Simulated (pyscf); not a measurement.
Structures and frequencies: ωB97X-D3(BJ)/def2-SVP in PySCF. Correlated levels are frozen-core, on RHF or UHF. ΔMP2 is the change of the MP2 total energy from the triple- to the quadruple-zeta basis.

For H₂O + CH₃• → H₃C–OH + H•, a substitution at O (doublet surface; H–O broken, C–O formed), PBE/def2-TZVP gives ΔE‡ = 37.6 kcal/mol and ΔE = +22.4 kcal/mol (zero: the separated reactants). In which direction and how far do PBE0-D3(BJ)/def2-TZVP, M06-2X/def2-TZVP, CCSD(T)/def2-TZVPP + ΔMP2(QZVPP) move these?

PBE0-D3(BJ): ΔE‡ = 45.4 kcal/mol, ΔE = +23.4 kcal/mol; M06-2X: ΔE‡ = 49.0 kcal/mol, ΔE = +23.0 kcal/mol; CCSD(T): ΔE‡ = 52.1 kcal/mol, ΔE = +27.7 kcal/mol. PBE's barrier lies under all of them, by 7.7 to 14.4 kcal/mol. Its reaction energy lies under all of them, by 0.6 to 5.3 kcal/mol. Low barriers are usual for a GGA, whose delocalisation error favours stretched bonds. One saddle was located; it need not be the lowest between these sides. The angle at the attacked O is 156°. The CCSD(T) − MP2 part came from Ansatz, without density fitting, on the same reference.
